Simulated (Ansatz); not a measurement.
A made-up structure of SiH₃SO, doublet:

```json
{"atom": "O1", "x (Å)": "-1.4920", "y (Å)": "-1.0624", "z (Å)": "-0.4011"}
{"atom": "S2", "x (Å)": "-0.4084", "y (Å)": "-0.7995", "z (Å)": "0.8440"}
{"atom": "Si3", "x (Å)": "0.4206", "y (Å)": "1.0793", "z (Å)": "0.2869"}
{"atom": "H4", "x (Å)": "-1.0277", "y (Å)": "-1.5665", "z (Å)": "-1.0786"}
{"atom": "H5", "x (Å)": "0.0744", "y (Å)": "-1.0405", "z (Å)": "2.0924"}
{"atom": "H6", "x (Å)": "1.3939", "y (Å)": "1.3443", "z (Å)": "1.3850"}
```

It is relaxed with PBE-D4/def2-SVP and then PBE0-D4/def2-TZVP (Ansatz 0.2.0). Atoms count as bonded within 1.22 times the sum of their covalent radii (H–H: 0.88 Å). The end point is not checked to be a true minimum.

(1) Does its bonding change? (A judgement: the text doesn't fix the answer.)

## Answers

(1) Computed: Yes. Formed: O1–Si3; broken: O1–S2.

Where it ends: The first stage lowers the energy by 4.65 eV in 27 steps. It ends as SiH₃SO ([OH][SiH][SH]):
| atom | x (Å) | y (Å) | z (Å) |
| --- | --- | --- | --- |
| O1 | -1.2502 | -0.0311 | -0.4437 |
| S2 | 1.0658 | -1.4278 | 1.2051 |
| Si3 | 0.2778 | 0.2340 | 0.1110 |
| H4 | -1.4117 | -0.8758 | -0.8705 |
| H5 | 0.1282 | -1.3979 | 2.1723 |
| H6 | 0.1506 | 1.4533 | 0.9543 |

Labels in which every atom is bracketed show which atoms are joined, not bond orders.

For scale, one of the runs: PBE0-D4/def2-TZVP relaxation, 123 basis functions, launched by `ansatz run in.yaml --threads 2 --pin off --events-out ev --progress --plain --max-ram 4352MiB`. Hardware: 2 CPU threads of an Arm Neoverse V2, shared host. Wall time about 26 s.
